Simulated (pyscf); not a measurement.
**Four-centre exchange: HO–PH–OH + silane (SiH₄) -> silanol (HO–SiH₃) + HO–PH₂**

Gas phase, singlet surface, charge 0. Bonds broken: O1–P2, Si7–H8. Bonds formed: O1–Si7, P2–H8. PySCF, gas phase, ωB97X-D3(BJ)/def2-SVP geometries.

Transition state (Å):

```xyz
11

O     -1.4519     0.9136    -0.1480
P     -1.4887    -0.9899     0.1183
O     -2.1159    -0.9763    -1.4998
H     -1.6545     1.2409    -1.0384
H     -0.2017    -1.3587    -0.3608
H     -3.0560    -1.1872    -1.4382
Si    -0.2318     1.5524     0.9540
H     -0.6131    -0.2719     1.2991
H     -0.2478     2.9387     0.3581
H      1.1556     1.0640     0.7380
H     -0.6571     1.7421     2.3633
```

One imaginary mode, 284i cm⁻¹; descent along it reached the two sides named, in the forms told below.

| bond | change | reactant side (Å) | saddle | product side |
|---|---|---|---|---|
| O1–P2 | breaks | 1.660 | 1.922 | 3.7 |
| Si7–H8 | breaks | 1.490 | 1.895 | 4.0 |
| O1–Si7 | forms | 3.1 | 1.764 | 1.664 |
| P2–H8 | forms | 3.0 | 1.636 | 1.426 |

Electronic energies relative to the separated reactants (kJ/mol):

```
level                   barrier  reaction energy  reverse barrier
----------------------  -------  ---------------  ---------------
ωB97X-D3(BJ)/def2-TZVP    136.5            -42.9            179.3
PBE/def2-TZVP             124.2            -34.7            158.9
r²SCAN/def2-TZVP          127.0            -40.5            167.5
B3LYP-D3(BJ)/def2-TZVP    137.4            -43.4            180.8
PBE0-D3(BJ)/def2-TZVP     126.5            -40.7            167.2
M06-2X/def2-TZVP          135.6            -48.5            184.1
ωB97M-D3(BJ)/def2-TZVP    139.2            -43.3            182.6
HF/def2-TZVP              219.6            -56.0            275.6
```

With ωB97M-D3(BJ)/def2-TZVP energies and thermal terms (ideal gas, 1 atm, RRHO with modes under 100 cm⁻¹ raised to 100, one conformer, R ln 2 for rigid chiral ones), in kJ/mol:

```tsv
T (K)	ΔH‡	ΔG‡	ΔH	ΔG
298	140.6	185.5	-43.1	-50.9
600	141.9	230.6	-43.2	-58.7
900	144.4	274.5	-43.2	-66.5
1200	147.1	317.5	-43.2	-74.2
```

On the product side the descent ends in a complex (not fully relaxed), 25.0 kJ/mol under the separated species and 204.3 kJ/mol under the saddle at ωB97X-D3(BJ)/def2-TZVP. One saddle was located; it need not be the lowest between these sides.
